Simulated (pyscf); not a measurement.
`[PH2][InH2]` + `[OH2]` → `[OH][PH][InH2]` + `[H][H]`, a four-centre exchange (singlet surface; H–P, H–O broken, O–P, H–H formed). Structures and frequencies: ωB97X-D3(BJ)/def2-SVP in PySCF. Energies in kJ/mol from the separated reactants.

Small-basis levels: PySCF, no dispersion term, spherical d functions. 

Question: In single points SVWN5/6-31G*+LANL2DZ puts the saddle at 187.0 kJ/mol and the reaction energy at +46.7 kJ/mol. Should these be trusted to within a few kcal/mol? Compare with ωB97M-D3(BJ)/def2-TZVP.

Answer: ωB97M-D3(BJ)/def2-TZVP gives ΔE‡ = 268.0 kJ/mol and ΔE = +54.3 kJ/mol. SVWN5/6-31G*+LANL2DZ lies 81.1 kJ/mol under it in the barrier and 7.6 kJ/mol under it in the reaction energy, so on this step it does not hold to within 12.6 kJ/mol. ωB97M-D3(BJ)/def2-TZVP has limits of its own. On the reactant side the descent ends in an adduct with a In–O contact (not fully relaxed), 58.5 kJ/mol under the separated species and 329.7 kJ/mol under the saddle at ωB97X-D3(BJ)/def2-TZVP. On the product side the descent ends in an adduct with a In–O contact (not fully relaxed), 11.0 kJ/mol over the separated species and 208.4 kJ/mol under the saddle at ωB97X-D3(BJ)/def2-TZVP. The same reactants have a lower exit, to PH₃ + HO–InH₂ (barrier +49.5 kJ/mol at ωB97M-D3(BJ)/def2-TZVP, against +268.0 kJ/mol here). This is the saddle that the search found; another between the same sides may lie lower. In the def2 sets elements past Kr carry core potentials, without spin-orbit coupling.
